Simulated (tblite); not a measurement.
Species: CH₃OSi (doublet state).
Atom-mapped SMILES: `[O:1]=[CH:2][SiH2:3]` (hydrogens: H4 on C2; H5, H6 on Si3)
Bond orders are those of one Lewis drawing.

Computed with GFN2-xTB (tblite), gas phase: L-BFGS steps from a force-field or distance-geometry start until the largest atomic force falls under 0.01 eV/Å.

Step 8: E = -254.4761 eV
```
atom  x, y, z in Å  |  force x, y, z in eV/Å
O1     -1.8201   -0.4675   -0.7553    0.092   0.017   0.061
C2     -0.9467   -0.0929   -0.0158   -0.058  -0.036  -0.085
Si3     0.9377   -0.0666   -0.3998   -0.037  -0.007   0.025
H4     -1.2399    0.2864    0.9936    0.067   0.018  -0.005
H5      1.4322    1.3045   -0.3574   -0.026  -0.008   0.021
H6      1.6399   -0.9619    0.5131   -0.039   0.016  -0.017
```

Step 9: E = -254.4765 eV
```
atom  x, y, z in Å  |  force x, y, z in eV/Å
O1     -1.8215   -0.4686   -0.7559    0.060   0.012   0.057
C2     -0.9478   -0.0939   -0.0180    0.001  -0.014  -0.041
Si3     0.9370   -0.0656   -0.3975   -0.030  -0.015  -0.003
H4     -1.2345    0.2875    0.9934    0.032   0.007  -0.029
H5      1.4312    1.3054   -0.3569   -0.025  -0.007   0.027
H6      1.6387   -0.9629    0.5133   -0.038   0.017  -0.011
```

Question: Estimate the geometry and energy of step 10. (The exact step hangs on the optimiser's Hessian estimate; all steps are aligned on step 9, rigid shifts and turns removed.)

Answer: E = -254.4767 eV, largest force 0.042 eV/Å
```
atom  x, y, z in Å  |  force x, y, z in eV/Å
O1     -1.8212   -0.4692   -0.7560    0.012  -0.003   0.030
C2     -0.9479   -0.0943   -0.0192    0.042   0.004   0.002
Si3     0.9359   -0.0654   -0.3965   -0.010  -0.010  -0.024
H4     -1.2311    0.2883    0.9931    0.013   0.005  -0.034
H5      1.4301    1.3055   -0.3562   -0.025  -0.006   0.029
H6      1.6373   -0.9630    0.5131   -0.033   0.010  -0.003
```

The energy changes by -0.0002 eV. The first-order estimate −F·Δx gives -0.0003 eV and the mean of the old and new forces, exact on a quadratic surface, -0.0002 eV. The step makes an angle of 56° with the force vector and moves no atom by more than 0.004 Å.

What follows is the cost of the whole relaxation. On an Arm Neoverse V2 with one thread, no GPU, shared host with 192 logical CPUs at a one-minute load of 21, this took 0.1 s wall.
